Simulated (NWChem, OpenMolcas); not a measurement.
**C2H2F4 (norflurane): the dipole moment, rung by rung**

The species is C2H2F4 (8 atoms), meant as a singlet with charge 0. SMILES: `FCC(F)(F)F`. The shape is that of a PBE0-D4/def2-TZVP optimisation.

```csv
atom,x (Å),y (Å),z (Å)
F,-0.2246,-1.5065,0.9152
C,-0.2112,-0.7378,-0.2117
C,0.2112,0.6743,0.1355
F,1.4344,0.7113,0.6624
F,0.2171,1.4118,-0.9821
F,-0.6246,1.2436,1.0029
H,0.5020,-1.1486,-0.9301
H,-1.2123,-0.7051,-0.6479
```

Quantity: the dipole moment, in D. The values are calculated.

```csv
level,kind,program,value (D),CPU time
HF/cc-pVDZ,Hartree–Fock,OpenMolcas,2.27,8.8 s
SVWN5/cc-pVDZ,LDA,OpenMolcas,1.70,27 s
PBE/cc-pVDZ,GGA,OpenMolcas,1.64,41 s
revPBE/cc-pVDZ,GGA,NWChem,1.62,18 s
r2SCAN/cc-pVDZ,meta-GGA,OpenMolcas,1.80,53 s
BHLYP/cc-pVDZ,global hybrid,OpenMolcas,2.03,38 s
CAM-B3LYP/cc-pVDZ,range-separated hybrid,NWChem,1.87,82 s
wB97X/cc-pVDZ,range-separated hybrid,NWChem,1.90,81 s
```

The values span 1.62 to 2.27 D. Times are those of the runs behind each value, whatever else they computed, on shared processors of several kinds: orders of magnitude only.
